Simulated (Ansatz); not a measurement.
Input for Ansatz (development build ahead of 0.2.0):

```yaml
crystal:
  periodic: [false, false, false]
  atoms:
    - { symbol: C, position_ang: [0.0, 0.0, 0.0] }
    - { symbol: H, position_ang: [1.99958, 0.0, 0.0] }
    - { symbol: H, position_ang: [-1.03228, 0.0, 0.0] }
basis:
  gaussian: { orbitals: "6-31G" }
total_charge: 1
magnetization:
  initial_magnetization: 3
hamiltonian:
  xc: hf
correlation:
  method: fci
  frozen_orbitals: { C: 1, H: 0 }
```

The input is written out in the form of the current development build from the run's settings.

Results

```json
{"Converged": "yes", "Total energy": "-38.38518 hartree", "State": "lowest quartet root, of any spatial symmetry"}
```
